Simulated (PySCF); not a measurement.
An unknown is described by computed data only.

Elements present: H and P. Monoisotopic mass: 33.9972 u.

| Quantity | Value |
| --- | --- |
| NMR, other nuclei | isotropic shieldings of nuclei other than C and H, by class: 561 (1 P) ppm [GIAO CAM-B3LYP/pcSseg-2] |
| Rotational structure | rotational constants A, B, C: 131.443, 131.439, 116.782 GHz [PBE0-D3(BJ)/def2-SVP] |
| Dipole | 0.57 D [B3LYP/def2-SVPD] |
| Valence photoelectron | vertical ionisation energy: 10.58 eV [ΔSCF B3LYP/def2-SVPD] |
| Triplet | lowest triplet excitation (Tamm–Dancoff): 5.94 eV [TDA B3LYP/def2-SVPD] |
| UV, first state | lowest singlet excitation: 7.05 eV (176 nm, f = 0.135) [TDDFT B3LYP/def2-SVPD] |
| XPS | P2p3/2 137.1, P1s 2150.7 eV [ΔSCF SCAN, pcX-2 on the ionised atom, pcseg-1 elsewhere, spin-free X2C, 2p3/2 from a spin–orbit splitting computed afterwards within the 2p shell] |
| 1H NMR | chemical shifts (computed TMS as zero) by class: 2.06 (3 H) ppm [GIAO CAM-B3LYP/pcSseg-2] |
| Polarisability | 29.9 au [B3LYP/def2-SVPD] |

The electronic properties come from PySCF, for the isolated species, density fitting. Levels stand in brackets. Geometry: PBE0-D3(BJ)/def2-SVP; no solvent, vibrations or thermal averaging. NMR values are class means; diastereotopic atoms form classes of their own.

Question: Which formula fits the mass and the elements?

Answer: PH3 (calculated 33.9972). No other formula that holds each of these elements comes within 0.0003 u with a fitting electron parity and a possible valence count.

Question: Propose a structure and show how it fits.

Answer: All hydrogens form one class (2.06 ppm): P–H hydrogen. The other shieldings belong to: 561 ppm, phosphine phosphorus. The core levels belong to: P2p3/2 137.1 eV, phosphine phosphorus; P1s 2150.7 eV, phosphine phosphorus. The first electron is taken from the HOMO, whose largest Löwdin shares are 0.71 on the phosphine phosphorus and 0.10 on each of 3 atoms of one kind (P–H hydrogen). The optimised geometry has point group C3v and is an oblate symmetric top (the spread among constants that symmetry makes equal is optimisation noise). Structure: `P` (PH3).
